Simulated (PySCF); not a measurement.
Molecule: 2-chloro-2-methylbutane (SMILES C(C)C(C)(C)Cl).

Atom-mapped SMILES (the numbers label the heavy atoms): `[CH3:1][CH2:2][C:3]([CH3:4])([CH3:5])[Cl:6]`. Hydrogens are named by the atom that carries them.

Geometry PBE0-D3(BJ)/def2-SVP throughout; GIAO in PySCF 2.14.0 with density-fitted response routines, gas phase, one conformer, non-relativistic; equivalent atoms averaged; basis pcSseg-1.

Q: How do the absolute shieldings σ depend on the functional? (ppm; last column core-seconds on shared hosts with different chips, so compare them loosely)

A: 
```tsv
functional	kind	C3	C2	C4/C5	C1	Cl6	H(C4)/H(C5)	H(C2)	H(C1)	core-s
HF	Hartree–Fock	125.1	154.5	159.0	180.3	806.0	30.27	30.42	30.49	7.3
LDA	LDA	99.4	136.4	144.9	171.1	646.7	29.29	29.19	29.64	21
PBE	GGA	101.9	137.0	145.3	168.9	671.0	29.69	29.60	30.01	27
BLYP	GGA	95.2	131.1	139.9	163.5	659.3	29.85	29.76	30.15	27
BP86	GGA	100.8	136.6	144.7	168.2	669.7	29.73	29.67	30.06	27
OPBE	GGA	111.8	145.3	152.9	173.9	702.5	29.76	29.65	30.08	28
KT2	GGA	106.5	140.5	148.8	171.8	697.8	29.64	29.57	29.97	49
KT3	GGA	107.3	140.8	149.2	170.4	706.0	29.83	29.73	30.13	47
B97-D	GGA	101.5	136.8	145.0	167.1	681.6	29.88	29.80	30.19	41
B3LYP	global hybrid	102.0	136.8	144.5	167.9	690.2	29.90	29.87	30.18	26
PBE0	global hybrid	109.8	143.4	150.5	173.6	708.8	29.79	29.78	30.09	17
mPW1PW91	global hybrid	108.8	142.7	149.6	172.6	708.1	29.84	29.84	30.14	28
WP04	global hybrid	90.8	130.9	138.8	159.3	681.4	30.12	30.10	30.40	17
B97-2	global hybrid	109.3	143.1	150.2	172.3	712.1	29.90	29.88	30.19	17
BHandHLYP	global hybrid	110.9	143.8	150.3	173.1	734.3	29.99	30.03	30.26	17
CAM-B3LYP	range-separated hybrid	107.8	141.1	148.1	171.9	703.2	29.87	29.87	30.14	24
wB97X-D	range-separated hybrid	110.6	143.9	150.3	173.5	710.8	29.91	29.94	30.20	23
LC-wPBE	range-separated hybrid	118.9	150.1	155.5	178.5	724.9	29.91	29.95	30.19	36
```

Q: Which nucleus moves most, in ppm?

A: Cl6 (chlorine bonded to C): from 646.7 ppm with LDA to 806.0 ppm with HF. The smallest spread is 0.85 ppm, at H(C1). Proton shifts span only some 12 ppm, so a few tenths of a ppm matter as much there as several ppm in carbon.
